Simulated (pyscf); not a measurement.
PySCF, gas phase, ωB97X-D3(BJ)/def2-SVP geometries.

Q: For InH₃ + hydrogen (H₂) -> InH [singlet] + hydrogen (H₂) + hydrogen (H₂), a multi-bond step (singlet surface; H–In, H–In, H–H broken, H–H, H–H formed), PBE/def2-TZVP gives ΔE‡ = 159.8 kJ/mol and ΔE = +2.0 kJ/mol (zero: the separated reactants). In which direction and how far do B3LYP-D3(BJ)/def2-TZVP, M06-2X/def2-TZVP, ωB97M-D3(BJ)/def2-TZVP move these?

A: B3LYP-D3(BJ): ΔE‡ = 187.6 kJ/mol, ΔE = -5.8 kJ/mol; M06-2X: ΔE‡ = 217.2 kJ/mol, ΔE = +1.1 kJ/mol; ωB97M-D3(BJ): ΔE‡ = 221.3 kJ/mol, ΔE = +15.9 kJ/mol. PBE's barrier lies under all of them, by 27.8 to 61.5 kJ/mol. Its reaction energy lies among theirs. Low barriers are usual for a GGA, whose delocalisation error favours stretched bonds. One saddle was located; it need not be the lowest between these sides. Elements past Kr carry the def2 core potentials, without spin-orbit coupling.
